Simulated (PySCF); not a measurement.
# BS: the SCF solver's settings

The same problem is solved with other solver options, one edit a run.

The runs use PySCF 2.14.0; each script names its method and basis.

### 1 The system as given

BS: 2 atoms, charge 0, spin multiplicity 2.

Bond lengths: B1–S2 1.863 Å.

### 2 Base script

Contents of input.py:

```python
from pyscf import gto, scf, cc

mol = gto.M(
    atom='B 0 0 0; S 0 0 1.863',
    basis='cc-pcvdz',
    charge=0,
    spin=1,
    verbose=4,
)
mf = scf.UHF(mol)
mf.kernel()
mycc = cc.CCSD(mf, frozen=6)
mycc.kernel()
mycc.ccsd_t()
mf.dip_moment()
print('orbital energies (hartree):', [e[max(0, n-3):n+3].round(4) for e, n in zip(mf.mo_energy, mol.nelec)])
```

Command:

```
$ OMP_NUM_THREADS=1 python input.py
```

The log of this run is left out.

In short: E(SCF) = -422.134703 Eh, E(CCSD) − E(SCF) = -0.20983 Eh, (T) = -0.01367 Eh, ⟨S²⟩ = 0.886, μ = 2.27 D (of the SCF density).

The bond length is a typed value, not an optimised one.

### 3 Convergence threshold 0.001 hartree

Edit 1 changes convergence threshold: default → 0.001 hartree.

input.py: that of step 2 with these lines changed.

```diff
@@ -10,2 +10,3 @@
 mf = scf.UHF(mol)
+mf.conv_tol = 0.001
 mf.kernel()
```

Command:

```
$ OMP_NUM_THREADS=1 python input.py
```

Log:

```text
PySCF version 2.14.0

[INPUT] verbose = 4
[INPUT] num. atoms = 2
[INPUT] num. electrons = 21
[INPUT] charge = 0
[INPUT] spin (= nelec alpha-beta = 2S) = 1
[INPUT] symmetry False subgroup None
[INPUT] Mole.unit = angstrom
[INPUT] Symbol           X                Y                Z      unit          X                Y                Z       unit  Magmom
[INPUT]  1 B      0.000000000000   0.000000000000   0.000000000000 AA    0.000000000000   0.000000000000   0.000000000000 Bohr   0.0
[INPUT]  2 S      0.000000000000   0.000000000000   1.863000000000 AA    0.000000000000   0.000000000000   3.520559770065 Bohr   0.0

nuclear repulsion = 22.723659084058
number of shells = 15
number of NR pGTOs = 80
number of NR cGTOs = 45
basis = cc-pcvdz
ecp = {}

******** <class 'pyscf.scf.uhf.UHF'> ********
method = UHF
initial guess = minao
damping factor = 0
level_shift factor = 0
DIIS = <class 'pyscf.scf.diis.CDIIS'>
diis_start_cycle = 1
diis_space = 8
diis_damp = 0
SCF conv_tol = 0.001
SCF conv_tol_grad = None
SCF max_cycles = 50
direct_scf = True
direct_scf_tol = 1e-13
number electrons alpha = 11  beta = 10
Set gradient conv threshold to 0.0316228
init E= -421.974925098271
[... the frontier-level lines of each cycle are left out ...]

cycle= 1 E= -422.032243228961  delta_E= -0.0573  |g|= 0.297  |ddm|= 0.924
cycle= 2 E= -422.068948499948  delta_E= -0.0367  |g|= 0.289  |ddm|= 0.662
cycle= 3 E= -422.127077214298  delta_E= -0.0581  |g|= 0.0446  |ddm|= 0.254
cycle= 4 E= -422.131160720814  delta_E= -0.00408  |g|= 0.0235  |ddm|= 0.0955
cycle= 5 E= -422.132674220413  delta_E= -0.00151  |g|= 0.0119  |ddm|= 0.0602
cycle= 6 E= -422.133245351106  delta_E= -0.000571  |g|= 0.00821  |ddm|= 0.0317
Extra cycle  E= -422.13345421074  delta_E= -0.000209  |g|= 0.00696  |ddm|= 0.0148
converged SCF energy = -422.13345421074  <S^2> = 0.7744942  2S+1 = 2.024346

******** <class 'pyscf.cc.uccsd.UCCSD'> ********
CC2 = 0
CCSD nocc = (np.int64(5), np.int64(4)), nmo = (39, 39)
frozen orbitals 6
max_cycle = 50
direct = 0
conv_tol = 1e-07
conv_tol_normt = 1e-06
diis_space = 6
diis_start_cycle = 0
diis_start_energy_diff = 1e+09
Init t2, MP2 energy = -0.191345100116171
Init E_corr(UCCSD) = -0.191436462639121
cycle = 1  E_corr(UCCSD) = -0.196311253207811  dE = -0.00487479057  norm(t1,t2) = 0.129874
cycle = 2  E_corr(UCCSD) = -0.20789613241006  dE = -0.0115848792  norm(t1,t2) = 0.0476519
cycle = 3  E_corr(UCCSD) = -0.20764006546983  dE = 0.00025606694  norm(t1,t2) = 0.039321
cycle = 4  E_corr(UCCSD) = -0.211383431586538  dE = -0.00374336612  norm(t1,t2) = 0.0202574
cycle = 5  E_corr(UCCSD) = -0.211250140384894  dE = 0.000133291202  norm(t1,t2) = 0.00428613
cycle = 6  E_corr(UCCSD) = -0.211218523071874  dE = 3.1617313e-05  norm(t1,t2) = 0.00204351
cycle = 7  E_corr(UCCSD) = -0.211300536372996  dE = -8.20133011e-05  norm(t1,t2) = 0.00119024
cycle = 8  E_corr(UCCSD) = -0.211304342854559  dE = -3.80648156e-06  norm(t1,t2) = 0.000541663
cycle = 9  E_corr(UCCSD) = -0.211290998859728  dE = 1.33439948e-05  norm(t1,t2) = 0.000270199
cycle = 10  E_corr(UCCSD) = -0.211292936377428  dE = -1.9375177e-06  norm(t1,t2) = 0.0001416
cycle = 11  E_corr(UCCSD) = -0.211292261513921  dE = 6.74863507e-07  norm(t1,t2) = 6.86078e-05
cycle = 12  E_corr(UCCSD) = -0.211293335251061  dE = -1.07373714e-06  norm(t1,t2) = 4.15291e-05
cycle = 13  E_corr(UCCSD) = -0.211293757373314  dE = -4.22122253e-07  norm(t1,t2) = 2.34151e-05
cycle = 14  E_corr(UCCSD) = -0.211293366628189  dE = 3.90745125e-07  norm(t1,t2) = 1.21888e-05
cycle = 15  E_corr(UCCSD) = -0.211293146318124  dE = 2.20310066e-07  norm(t1,t2) = 6.68251e-06
cycle = 16  E_corr(UCCSD) = -0.211292989425461  dE = 1.56892663e-07  norm(t1,t2) = 3.37111e-06
cycle = 17  E_corr(UCCSD) = -0.211293018242158  dE = -2.88166972e-08  norm(t1,t2) = 1.80689e-06
cycle = 18  E_corr(UCCSD) = -0.211293036166768  dE = -1.792461e-08  norm(t1,t2) = 1.1488e-06
cycle = 19  E_corr(UCCSD) = -0.21129302397127  dE = 1.21954981e-08  norm(t1,t2) = 4.82618e-07
UCCSD converged
E(UCCSD) = -422.3447472347112  E_corr = -0.2112930239712701
UCCSD(T) correction = -0.014041508358658
Dipole moment(X, Y, Z, Debye):  0.00000,  0.00000, -2.43833
orbital energies (hartree): [array([-0.4621, -0.3778, -0.3778,  0.0358,  0.0358,  0.2125]), array([-0.5176, -0.3791, -0.3791, -0.0228,  0.0701,  0.0701])]
```

Wall time 2.7 s (1 thread of Arm Neoverse V2, shared host).

The convergence threshold (0.001 hartree) was meant as a poor choice, so the numbers below may not describe BS as the base run means it. Outcome: E(SCF) = -422.133454 Eh, 6 cycles, E(CCSD) − E(SCF) = -0.21129 Eh, (T) = -0.01404 Eh, ⟨S²⟩ = 0.774, μ = 2.44 D (of the SCF density).

### 4 Smearing width 0.001 hartree

Edit 2 changes smearing width: none → 0.001 hartree; step after the SCF: ccsd(t) → none.

input.py: that of step 2 with these lines changed.

```diff
@@ -1,2 +1,2 @@
-from pyscf import gto, scf, cc
+from pyscf import gto, scf
 
@@ -10,6 +10,4 @@
 mf = scf.UHF(mol)
+mf = scf.addons.smearing_(mf, sigma=0.001, method='fermi')
 mf.kernel()
-mycc = cc.CCSD(mf, frozen=6)
-mycc.kernel()
-mycc.ccsd_t()
 mf.dip_moment()
```

Command:

```
$ OMP_NUM_THREADS=1 python input.py
```

Log:

```text
[... 20 set-up lines left out, the same as in an earlier log ...]
******** <class 'pyscf.scf.smearing.SmearingUHF'> ********
method = SmearingUHF
[... 7 set-up lines left out, the same as in an earlier log ...]
SCF conv_tol = 1e-09
[... 5 set-up lines left out, the same as in an earlier log ...]
Set gradient conv threshold to 3.16228e-05
init E= -421.974925098271
    sigma = 0.001  Optimized mu = -0.200929098419  entropy = 1.38629436112
    Total E(T) = -421.939831308611  Free energy = -421.941217602972  E0 = -421.940524455792
cycle= 1 E= -421.939831308611  delta_E= 0.0351  |g|= 0.618  |ddm|= 0.701
    sigma = 0.001  Optimized mu = -0.284094663258  entropy = 1.38629436112
    Total E(T) = -421.928931445755  Free energy = -421.930317740116  E0 = -421.929624592935
cycle= 2 E= -421.928931445755  delta_E= 0.0109  |g|= 0.879  |ddm|= 0.564
    sigma = 0.001  Optimized mu = -0.253692865186  entropy = 1.38629436112
    Total E(T) = -422.018227812405  Free energy = -422.019614106766  E0 = -422.018920959586
cycle= 3 E= -422.018227812405  delta_E= -0.0893  |g|= 0.0447  |ddm|= 0.265
    sigma = 0.001  Optimized mu = -0.246084519596  entropy = 1.38629436112
    Total E(T) = -422.01896206768  Free energy = -422.020348362041  E0 = -422.019655214861
cycle= 4 E= -422.01896206768  delta_E= -0.000734  |g|= 0.0143  |ddm|= 0.036
    sigma = 0.001  Optimized mu = -0.246118553921  entropy = 1.38629436112
    Total E(T) = -422.019173806951  Free energy = -422.020560101312  E0 = -422.019866954131
cycle= 5 E= -422.019173806951  delta_E= -0.000212  |g|= 0.00942  |ddm|= 0.0215
    sigma = 0.001  Optimized mu = -0.24646648724  entropy = 1.38629436112
    Total E(T) = -422.019225234925  Free energy = -422.020611529286  E0 = -422.019918382105
cycle= 6 E= -422.019225234925  delta_E= -5.14e-05  |g|= 0.00134  |ddm|= 0.0117
    sigma = 0.001  Optimized mu = -0.246679110074  entropy = 1.38629436112
    Total E(T) = -422.019229808639  Free energy = -422.020616103  E0 = -422.019922955819
cycle= 7 E= -422.019229808639  delta_E= -4.57e-06  |g|= 0.000666  |ddm|= 0.00344
    sigma = 0.001  Optimized mu = -0.246607335262  entropy = 1.38629436112
    Total E(T) = -422.019230244206  Free energy = -422.020616538567  E0 = -422.019923391387
cycle= 8 E= -422.019230244206  delta_E= -4.36e-07  |g|= 0.000153  |ddm|= 0.0012
    sigma = 0.001  Optimized mu = -0.246614047794  entropy = 1.38629436112
    Total E(T) = -422.019230255997  Free energy = -422.020616550359  E0 = -422.019923403178
cycle= 9 E= -422.019230255997  delta_E= -1.18e-08  |g|= 1.44e-05  |ddm|= 0.000233
    sigma = 0.001  Optimized mu = -0.246613080827  entropy = 1.38629436112
    Total E(T) = -422.019230256117  Free energy = -422.020616550478  E0 = -422.019923403298
cycle= 10 E= -422.019230256117  delta_E= -1.2e-10  |g|= 3.98e-06  |ddm|= 1.72e-05
    sigma = 0.001  Optimized mu = -0.246613809778  entropy = 1.38629436112
    Total E(T) = -422.01923025612  Free energy = -422.020616550482  E0 = -422.019923403301
Extra cycle  E= -422.01923025612  delta_E= -3.41e-12  |g|= 3.07e-06  |ddm|= 3.08e-06
converged SCF energy = -422.01923025612  <S^2> = -5.3290705e-15  2S+1 = 1
Dipole moment(X, Y, Z, Debye): -0.00000, -0.00000, -1.79074
orbital energies (hartree): [array([-0.3882, -0.3882, -0.2466,  0.0457,  0.0457,  0.2188]), array([-0.5594, -0.3882, -0.3882, -0.2466,  0.0457,  0.0457])]
```

Run time: 0.7 s. Hardware: 1 thread of Arm Neoverse V2, shared host.

Outcome: E(SCF) = -422.019230 Eh, 10 cycles, ⟨S²⟩ = 0.000, μ = 1.79 D.

Smearing with one chemical potential does not keep the typed spin. The energy is that at the smeared occupations, without the entropy term. Smearing with one chemical potential need not keep the typed spin, and ⟨S²⟩ has no meaning at fractional occupations. Both spins end with the same levels: the smearing has lost the typed open shell.

### 5 Damping 0.2

Edit 3 changes damping: none → 0.2.

input.py: that of step 2 with these lines changed.

```diff
@@ -10,2 +10,4 @@
 mf = scf.UHF(mol)
+mf.damp = 0.2
+mf.diis_start_cycle = 8
 mf.kernel()
```

Command:

```
$ OMP_NUM_THREADS=1 python input.py
```

Log:

```text
[... 23 set-up lines left out, the same as in an earlier log ...]
damping factor = 0.2
[... 2 set-up lines left out, the same as in an earlier log ...]
diis_start_cycle = 8
[... 9 set-up lines left out, the same as in an earlier log ...]
init E= -421.974925098271
[... the frontier-level lines of each cycle are left out ...]

cycle= 1 E= -422.032243228961  delta_E= -0.0573  |g|= 0.297  |ddm|= 0.924
cycle= 2 E= -422.103940682942  delta_E= -0.0717  |g|= 0.179  |ddm|= 0.548
cycle= 3 E= -422.123790284223  delta_E= -0.0198  |g|= 0.0906  |ddm|= 0.221
cycle= 4 E= -422.129642301337  delta_E= -0.00585  |g|= 0.0416  |ddm|= 0.123
cycle= 5 E= -422.131535597941  delta_E= -0.00189  |g|= 0.0244  |ddm|= 0.0527
cycle= 6 E= -422.132368637934  delta_E= -0.000833  |g|= 0.0149  |ddm|= 0.034
cycle= 7 E= -422.132827588368  delta_E= -0.000459  |g|= 0.0114  |ddm|= 0.0206
cycle= 8 E= -422.133186521928  delta_E= -0.000359  |g|= 0.00883  |ddm|= 0.0205
cycle= 9 E= -422.133422530177  delta_E= -0.000236  |g|= 0.00735  |ddm|= 0.0158
cycle= 10 E= -422.133640337089  delta_E= -0.000218  |g|= 0.00636  |ddm|= 0.0177
cycle= 11 E= -422.13398597726  delta_E= -0.000346  |g|= 0.00464  |ddm|= 0.0362
cycle= 12 E= -422.134308811105  delta_E= -0.000323  |g|= 0.0034  |ddm|= 0.0434
cycle= 13 E= -422.13449030772  delta_E= -0.000181  |g|= 0.00322  |ddm|= 0.0334
cycle= 14 E= -422.134678163955  delta_E= -0.000188  |g|= 0.00301  |ddm|= 0.0616
cycle= 15 E= -422.134697903511  delta_E= -1.97e-05  |g|= 0.000923  |ddm|= 0.0135
cycle= 16 E= -422.134702427764  delta_E= -4.52e-06  |g|= 0.000228  |ddm|= 0.0102
cycle= 17 E= -422.134702581724  delta_E= -1.54e-07  |g|= 6.79e-05  |ddm|= 0.00086
cycle= 18 E= -422.1347026009  delta_E= -1.92e-08  |g|= 1.91e-05  |ddm|= 0.000445
cycle= 19 E= -422.134702603376  delta_E= -2.48e-09  |g|= 1.13e-05  |ddm|= 0.000269
cycle= 20 E= -422.134702603478  delta_E= -1.02e-10  |g|= 3.2e-06  |ddm|= 3.15e-05
Extra cycle  E= -422.134702603493  delta_E= -1.42e-11  |g|= 2.33e-06  |ddm|= 5.69e-06
converged SCF energy = -422.134702603493  <S^2> = 0.88592091  2S+1 = 2.1315918

******** <class 'pyscf.cc.uccsd.UCCSD'> ********
CC2 = 0
CCSD nocc = (np.int64(5), np.int64(4)), nmo = (39, 39)
frozen orbitals 6
max_cycle = 50
direct = 0
conv_tol = 1e-07
conv_tol_normt = 1e-06
diis_space = 6
diis_start_cycle = 0
diis_start_energy_diff = 1e+09
Init t2, MP2 energy = -0.190186603818325
Init E_corr(UCCSD) = -0.190186603824212
cycle = 1  E_corr(UCCSD) = -0.195204837328847  dE = -0.0050182335  norm(t1,t2) = 0.116937
cycle = 2  E_corr(UCCSD) = -0.205427429102561  dE = -0.0102225918  norm(t1,t2) = 0.0435859
cycle = 3  E_corr(UCCSD) = -0.205540683142305  dE = -0.00011325404  norm(t1,t2) = 0.0351113
cycle = 4  E_corr(UCCSD) = -0.209298680421718  dE = -0.00375799728  norm(t1,t2) = 0.0210297
cycle = 5  E_corr(UCCSD) = -0.209501358715605  dE = -0.000202678294  norm(t1,t2) = 0.0087604
cycle = 6  E_corr(UCCSD) = -0.209594250709364  dE = -9.28919938e-05  norm(t1,t2) = 0.00409067
cycle = 7  E_corr(UCCSD) = -0.209844053847966  dE = -0.000249803139  norm(t1,t2) = 0.00185111
cycle = 8  E_corr(UCCSD) = -0.209839792413433  dE = 4.26143453e-06  norm(t1,t2) = 0.000542572
cycle = 9  E_corr(UCCSD) = -0.209825385520698  dE = 1.44068927e-05  norm(t1,t2) = 0.00024431
cycle = 10  E_corr(UCCSD) = -0.209826424424769  dE = -1.03890407e-06  norm(t1,t2) = 0.00012519
cycle = 11  E_corr(UCCSD) = -0.209825377551717  dE = 1.04687305e-06  norm(t1,t2) = 6.89345e-05
cycle = 12  E_corr(UCCSD) = -0.209827497332808  dE = -2.11978109e-06  norm(t1,t2) = 4.11915e-05
cycle = 13  E_corr(UCCSD) = -0.209827795890862  dE = -2.98558054e-07  norm(t1,t2) = 2.17414e-05
cycle = 14  E_corr(UCCSD) = -0.209827302555769  dE = 4.93335093e-07  norm(t1,t2) = 1.01264e-05
cycle = 15  E_corr(UCCSD) = -0.20982713258519  dE = 1.69970579e-07  norm(t1,t2) = 5.10037e-06
cycle = 16  E_corr(UCCSD) = -0.209826952544832  dE = 1.80040358e-07  norm(t1,t2) = 2.84921e-06
cycle = 17  E_corr(UCCSD) = -0.209826948561209  dE = 3.98362279e-09  norm(t1,t2) = 1.37185e-06
cycle = 18  E_corr(UCCSD) = -0.209826937758548  dE = 1.08026615e-08  norm(t1,t2) = 5.22332e-07
UCCSD converged
E(UCCSD) = -422.3445295412511  E_corr = -0.2098269377585476
UCCSD(T) correction = -0.0136705981971174
Dipole moment(X, Y, Z, Debye): -0.00000, -0.00000, -2.26724
orbital energies (hartree): [array([-0.4569, -0.3669, -0.3669,  0.0294,  0.0294,  0.2116]), array([-0.5184, -0.3948, -0.3948, -0.0133,  0.0847,  0.0847])]
```

It took 2.8 s on 1 thread of Arm Neoverse V2, shared host.

Result: E(SCF) = -422.134703 Eh (no change), 20 cycles, E(CCSD) − E(SCF) = -0.20983 Eh, (T) = -0.01367 Eh, ⟨S²⟩ = 0.886, μ = 2.27 D (of the SCF density).

The script also starts DIIS later, which adds to the count of cycles.

### 6 Comparison

| run | E(SCF) (hartree) | from base (eV) | cycles | gap, α spin (eV) | SCF dipole (D) | after the SCF |
| --- | --- | --- | --- | --- | --- | --- |
| base | -422.134703 | 0 | 17 | 10.78 | 2.27 | CCSD(T) correlation -6.082 eV, core frozen |
| convergence threshold 0.001 hartree (poor choice) | -422.133454 | not comparable | 6 | 11.25 | 2.44 | CCSD(T) correlation -6.132 eV, core frozen |
| smearing width 0.001 hartree | -422.019230 | not comparable | 10 | n/a | 1.79 | n/a |
| damping 0.2 | -422.134703 | 0.0000 | 20 | 10.78 | 2.27 | CCSD(T) correlation -6.082 eV, core frozen |

Wall time on 1 thread of Arm Neoverse V2, shared host, start-up included: base 2.8 s; convergence threshold 0.001 hartree (poor choice) 2.7 s; smearing width 0.001 hartree 0.7 s; damping 0.2 2.8 s.

Distance from each run's final energy (log10 hartree) by cycle:

| run | cycle 1 | cycle 2 | cycle 3 | cycle 5 | cycle 8 | cycle 12 |
| --- | --- | --- | --- | --- | --- | --- |
| base | -1.0 | -1.2 | -2.1 | -2.7 | -3.1 | -5.7 |
| convergence threshold 0.001 hartree (poor choice) | -1.0 | -1.2 | -2.2 | -3.1 | done | done |
| smearing width 0.001 hartree | -1.1 | -1.0 | -3.0 | -4.2 | -7.9 | done |
| damping 0.2 | -1.0 | -1.5 | -2.0 | -2.5 | -2.8 | -3.4 |

With damping 0.2 the SCF ends at the base energy. The base needs 17 cycles and the run with damping 0.2 needs 20. Rows marked «poor choice» come from settings spoiled on purpose.
